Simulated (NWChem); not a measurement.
System: methanol (CH4O); SMILES CO

Results from NWChem. Pople sets run with spherical d functions. Structure relaxed at the PBE0/def2-SVP level. Computed dipoles belong to the equilibrium geometry; the measured one is vibrationally averaged.

Measured dipole moment: 1.70 D (NIST CCCBDB, as tabulated in the package chemicals).

Question: Which of these levels lies farthest from the measured value, and how do the others fare: B3LYP/def2-SVP; B3LYP/def2-SVPD; B3LYP/6-31G*; B3LYP/6-311++G**; B3LYP/aug-cc-pVTZ; B3LYP/STO-3G; B3LYP/6-31+G*; B3LYP/def2-TZVP; B3LYP/3-21G?

Answer: B3LYP/STO-3G.
| level | dipole moment (D) | computed − measured |
|---|---|---|
| B3LYP/STO-3G | 1.35 | -0.35 |
| B3LYP/3-21G | 1.76 | +0.06 |
| B3LYP/6-31G* | 1.64 | -0.06 |
| B3LYP/6-31+G* | 1.88 | +0.18 |
| B3LYP/def2-SVP | 1.60 | -0.10 |
| B3LYP/def2-SVPD | 1.66 | -0.04 |
| B3LYP/def2-TZVP | 1.65 | -0.05 |
| B3LYP/6-311++G** | 1.83 | +0.13 |
| B3LYP/aug-cc-pVTZ | 1.60 | -0.10 |
